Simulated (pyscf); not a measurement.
H₃Ge–GeH₃ + H₂O → HO–GeH₃ + GeH₄ (four-centre exchange; singlet surface; Ge–Ge, H–O broken, Ge–O, Ge–H formed). PySCF, gas phase, ωB97X-D3(BJ)/def2-SVP geometries. Energies in kcal/mol from the separated reactants.

| level | barrier | reaction energy |
|---|---|---|
| ωB97X-D3(BJ)/def2-TZVP | 48.0 | +4.8 |
| PBE/def2-TZVP | … | … |
| B3LYP-D3(BJ)/def2-TZVP | 43.3 | +2.0 |
| M06-2X/def2-TZVP | … | -2.2 |
| ωB97M-D3(BJ)/def2-TZVP | 44.9 | +1.4 |
| HF/def2-TZVP | 60.8 | -3.3 |

Problem. What belongs in the gaps?

Solution. 
- PBE/def2-TZVP, barrier: 39.4
- PBE/def2-TZVP, reaction energy: +3.6
- M06-2X/def2-TZVP, barrier: 42.0

The functionals in the table span 8.6 kcal/mol in this barrier, from PBE to ωB97X-D3(BJ)/def2-TZVP. One saddle was located; it need not be the lowest between these sides. Elements up to Kr have no core potential and no relativistic terms here.
